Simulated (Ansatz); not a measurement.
# C3H4N2: the cost of one run

Program: Ansatz 0.2.0. Level of theory: the levels named in each step. These are calculated values, not measurements.

## 1. Starting point

Bond lengths: C1–C2 1.419 Å, C2–N3 1.343 Å, N3–C4 1.359 Å, C1–N5 1.320 Å, C4–N5 1.317 Å, C1–H6 1.076 Å, C2–H7 1.076 Å, N3–H8 1.015 Å, C4–H9 1.077 Å. Angles: C1–C2–N3 106.1°, C1–C2–H7 129.2°, N3–C2–H7 124.7°, C2–C1–N5 107.3°, C2–C1–H6 129.1°, N5–C1–H6 123.7°, C2–N3–C4 107.9°, C2–N3–H8 126.1°, C4–N3–H8 126.0°, N3–C4–N5 109.2°, N3–C4–H9 125.6°, N5–C4–H9 125.2°, C1–N5–C4 109.6°.

As a file:

```xyz
9

C     1.0902    0.4341    0.1396
C     0.7182   -0.8734   -0.2659
N    -0.6248   -0.8904   -0.2782
C    -1.0617    0.3398    0.0996
N    -0.0237    1.1128    0.3430
H     2.0739    0.8483    0.2736
H     1.3442   -1.7102   -0.5206
H    -1.2113   -1.6818   -0.5250
H    -2.0920    0.6389    0.1893
```

## 2. A rough first relaxation, PBE-D4/def2-SVP

This run stands in another session on the same molecule. It ended at:

```xyz
9

C     1.0802    0.4645    0.1493
C     0.7209   -0.8976   -0.2731
N    -0.6190   -0.9096   -0.2837
C    -1.0513    0.3637    0.1076
N    -0.0213    1.1827    0.3657
H     2.0996    0.8619    0.2770
H     1.3437   -1.7649   -0.5381
H    -1.2211   -1.7072   -0.5327
H    -2.1189    0.6247    0.1833
```

## 3. Relaxation, HF/STO-3G

File input.yaml:

```yaml
crystal:
  periodic: [false, false, false]
  atoms:
    - { symbol: C, position_ang: [1.08022822, 0.4645431, 0.14934639] }
    - { symbol: C, position_ang: [0.72086393, -0.89762313, -0.27314048] }
    - { symbol: "N", position_ang: [-0.61896779, -0.90962468, -0.2836522] }
    - { symbol: C, position_ang: [-1.05125403, 0.36370023, 0.10764626] }
    - { symbol: "N", position_ang: [-0.02125055, 1.18270712, 0.36566251] }
    - { symbol: H, position_ang: [2.09957969, 0.8618876, 0.27702415] }
    - { symbol: H, position_ang: [1.34370735, -1.76494803, -0.53810395] }
    - { symbol: H, position_ang: [-1.22107697, -1.7071808, -0.53270191] }
    - { symbol: H, position_ang: [-2.11894985, 0.62468858, 0.18333923] }
magnetization:
  spin_polarized: true
  initial_magnetization: 1
total_charge: 1
basis:
  gaussian: { orbitals: STO-3G }
hamiltonian:
  xc: hf
relax:
  f_tol: 0.002
  max_steps: 150
```

Run with:

```sh
> ansatz run input.yaml --threads 4 --pin off --max-ram 10240MiB --backend cpu --events-out ev --progress --plain --runs-dir out
```

What time and memory should one allow on 4 threads of Intel Xeon at 2.50GHz (Skylake/Cascade Lake), shared host?

About 5.5 s, with a peak of 0.1 GiB.
